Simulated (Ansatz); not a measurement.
A nudged elastic band was laid between two geometries of CH2OS + FH (7 atoms, charge 0, multiplicity 1).

Method: RKS PBE-D4/def2-SVP in Ansatz.

```
movable images  : 5
climbing image  : yes
spring          : 5.0 eV/Å²
optimiser       : quadratic models (default)
start path      : through a guess of the saddle point
force threshold : 0.05 eV/Å
iteration limit : 60
end points      : relaxed
```

Image 0:

```xyz
7
Properties=species:S:1:pos:R:3
H -0.908 0.635 0.012
O -0.474 0.582 -0.911
C 0.585 -0.183 -0.835
H 1.099 -0.276 -1.815
S 1.182 -0.968 0.503
H -0.333 -0.179 1.510
F -1.150 0.388 1.537
```

Image 6:

```xyz
7
Properties=species:S:1:pos:R:3
H -1.179 0.719 0.407
O -0.430 0.572 -0.985
C 0.560 -0.152 -0.888
H 1.209 -0.364 -1.776
S 1.134 -0.951 0.567
H 0.091 -0.426 1.321
F -1.384 0.602 1.354
```

Which bonds break or form, and what moves?

Bonds broken: H1–O2, H6–F7. Bonds formed: H1–F7, S5–H6.

Give the energies along the band, and the barrier.

The forces met the threshold. The highest image is number 3 of 0 to 6, 0.199 eV above the first end and 0.176 eV above the last; the last end lies 0.023 eV above the first. A vibrational analysis at the climbing image gives one clearly imaginary mode, 1042i cm⁻¹: a first-order saddle point. The orbitals stay closed-shell, which can raise the energy where a bond breaks towards radicals; this wasn't checked here.

```
image  path coordinate (Å)  energy (eV)  H1–O2 (Å)  H6–F7 (Å)  H1–F7 (Å)
    0                 0.00        0.000       1.02       1.00       1.56
    1                 0.16        0.027       1.04       1.03       1.45
    2                 0.32        0.127       1.10       1.12       1.30
    3                 0.47        0.199       1.21       1.27       1.17
    4                 0.65        0.129       1.35       1.45       1.05
    5                 0.83        0.048       1.48       1.63       1.00
    6                 1.00        0.023       1.59       1.80       0.98
```

What is the geometry of the highest image?


```xyz
7
Properties=species:S:1:pos:R:3
H -0.980 0.632 0.206
O -0.489 0.589 -0.899
C 0.536 -0.153 -0.818
H 1.121 -0.310 -1.751
S 1.096 -0.932 0.594
H -0.123 -0.275 1.324
F -1.161 0.449 1.344
```

What are the harmonic wavenumbers there?

1042i, 277, 430, 485, 667, 837, 871, 917, 1191, 1301, 1342, 1572, 1667, 1851, 3030 cm⁻¹.

The band took 11 iterations and of the order of 90 core-seconds.

Time of the run: 49 s on 2 threads of Intel(R) Xeon(R) CPU @ 2.80GHz (Skylake/Cascade Lake), on a shared host, peak memory 0.18 GiB.
